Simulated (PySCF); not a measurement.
**A small calculation by hand: oscillator strength and radiative lifetime**

hydrogen peroxide (H2O2), SMILES OO.

Coordinates come from a PBE-D3(BJ)/def2-TZVP optimisation.

TDDFT-M06-2X/def2-TZVPD run with PySCF 2.14.0 puts the first singlet state with f over 0.02 at 9.57 eV (vertical), with the transition dipole (0.087, -0.521, 0.000) in atomic units.

Find the oscillator strength, the wavelength and the radiative lifetime that this transition would have in vacuum if emission retraced absorption.


|μ|² = 0.2790 au, so |μ| = 1.34 D. ΔE = 9.57/27.211 = 0.3517 hartree. f = (2/3) ΔE |μ|² = 0.065 (the program prints 0.065).
λ = 1239.84/9.57 = 130 nm; ν = 77187 cm⁻¹.
Einstein's coefficient A = 0.6670 ν² f s⁻¹ (ν in cm⁻¹) = 2.6e8 s⁻¹, so τ = 1/A = 3.8 ns. This state is S8; the lower singlets have f = 0.002, 0.010, 0.004, 0.014, 0.002, 0.014, 0.015. The figure is the radiative limit of this one transition; relaxation, internal conversion, crossing to triplets and a medium change what is measured.
